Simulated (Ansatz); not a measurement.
# CH7AlO (built from SMILES CO.[AlH3]): molecular dynamics

The task is to watch the atoms for 40 steps of 0.5 fs, started with velocities for 100 K and run with a Nosé-Hoover thermostat, and see to which side of the barrier the system falls.

Program: Ansatz 0.2.0, Gaussian basis. Level of theory: PBE0-D4/def2-SVP. These are calculated values, not measurements.

## (1) The starting structure

The start, a first-order saddle point found at PBE0-D4 in triple zeta: 10 atoms, charge 0, spin multiplicity 1.

Atoms are counted from 1 here; the program's logs count them from 0.

Bond lengths: Al1–H2 1.783 Å, Al1–H3 1.580 Å, Al1–H4 1.585 Å, Al1–H5 1.789 Å, Al1–O6 1.853 Å, H5–O6 1.243 Å, O6–C7 1.415 Å, C7–H8 1.093 Å, C7–H9 1.095 Å, C7–H10 1.092 Å. Angles: H2–Al1–H3 110.5°, H2–Al1–H4 109.9°, H2–Al1–H5 34.0°, H2–Al1–O6 73.9°, H3–Al1–H4 124.6°, H3–Al1–H5 119.3°, H3–Al1–O6 114.4°, H4–Al1–H5 115.5°, H4–Al1–O6 112.1°, H5–Al1–O6 39.9°, Al1–H5–O6 72.8°, Al1–O6–H5 67.3°, Al1–O6–C7 125.5°, H5–O6–C7 116.9°, O6–C7–H8 109.6°, O6–C7–H9 111.6°, O6–C7–H10 109.3°, H8–C7–H9 108.3° and more.

Geometry (Å):

```xyz
10
charge 0, multiplicity 1
Al   -0.9967   -0.1128   -1.0897
H     0.3117    0.9196   -1.7245
H    -1.3735   -1.2356   -2.1349
H    -2.0479    0.7738   -0.3014
H     0.7128    0.3866   -0.9206
O     0.5013   -0.4923   -0.0672
C     0.6860   -0.1270    1.2871
H     0.0293   -0.7271    1.9219
H     0.4551    0.9306    1.4547
H     1.7220   -0.3160    1.5745
```

## (2) Dynamics

md/in.yaml reads:

```yaml
crystal:
  periodic: [false, false, false]
  atoms:
    - {symbol: Al, position_ang: [-0.996705, -0.112754, -1.089706]}
    - {symbol: H, position_ang: [0.311654, 0.919610, -1.724493]}
    - {symbol: H, position_ang: [-1.373522, -1.235572, -2.134856]}
    - {symbol: H, position_ang: [-2.047904, 0.773832, -0.301430]}
    - {symbol: H, position_ang: [0.712751, 0.386636, -0.920565]}
    - {symbol: O, position_ang: [0.501316, -0.492268, -0.067188]}
    - {symbol: C, position_ang: [0.686035, -0.127017, 1.287125]}
    - {symbol: H, position_ang: [0.029333, -0.727060, 1.921869]}
    - {symbol: H, position_ang: [0.455114, 0.930600, 1.454745]}
    - {symbol: H, position_ang: [1.722029, -0.316007, 1.574498]}
basis:
  gaussian: {orbitals: def2-SVP}
hamiltonian: {xc: pbe0, dispersion: d4}
md: {n_steps: 40, timestep: 0.5, temperature: 100, ensemble: nvt_nose_hoover, seed: 525, initial_velocities: maxwell_boltzmann}
```

Launch:

```
$ ansatz run in.yaml --threads 2 --pin off --events-out ev --progress --plain --max-ram 4352MiB
```

Q: Predict the outcome of this session. Wanted: temperature at the start; mean temperature, second half; lowest and highest potential energy, from the first frame; largest change of potential + kinetic; bonds lost by distance.

**Answer**, as computed:

| quantity | value |
| --- | --- |
| length | 40 steps, 20.0 fs |
| temperature at the start | 100 K |
| mean temperature, second half | 258 K |
| lowest and highest potential energy, from the first frame | -328 and 59 meV |
| largest change of potential + kinetic | 1.5 meV |
| bonds lost by distance | Al1–H5 |

**Reading.** By the last frame it has moved back towards the start side of the step. The system runs downhill by 0.33 eV, and that energy turns into motion. The thermostat trades energy with the molecule, so the sum of potential and kinetic energy isn't conserved: it changes by -2 meV over the run. The mean temperature of the second half is still well above the 100 K set. The instant temperature ranges from 44 to 415 K, as energy passes between motion and strain.
